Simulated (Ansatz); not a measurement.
Relaxation of ClH4Si (6 atoms, charge 0, multiplicity 2), to a largest force component of 0.03 eV/Å in at most 50 steps.

The calculation used UKS PBE0-D4/def2-SVP in Ansatz.

```xyz
6
Properties=species:S:1:pos:R:3
Si 0.000 0.000 -0.309
H -0.001 0.000 2.349
H 1.442 0.000 -0.697
H -0.721 1.249 -0.698
H -0.721 -1.249 -0.698
Cl 0.001 0.000 3.684
```

Task: Where does it end, and by what steps?

Result: The run converged. After 4 steps the energy has fallen by 0.022 eV; Cl6 moved furthest, 0.10 Å.

```
step  energy less start (eV)  largest force component (eV/Å)  accepted
   0                  0.0000                           0.978       yes
   1                 -0.0192                           0.110       yes
   2                 -0.0214                           0.150       yes
   3                 -0.0222                           0.059       yes
   4                 -0.0225                           0.009       yes
```

```xyz
6
Properties=species:S:1:pos:R:3
Si 0.001 0.000 -0.250
H 0.000 0.000 2.283
H 1.433 0.000 -0.663
H -0.716 1.241 -0.662
H -0.716 -1.241 -0.662
Cl 0.000 0.000 3.586
```

The run took 18 s on 1 thread of Arm Neoverse N1, on a shared host, peak memory 0.13 GiB.
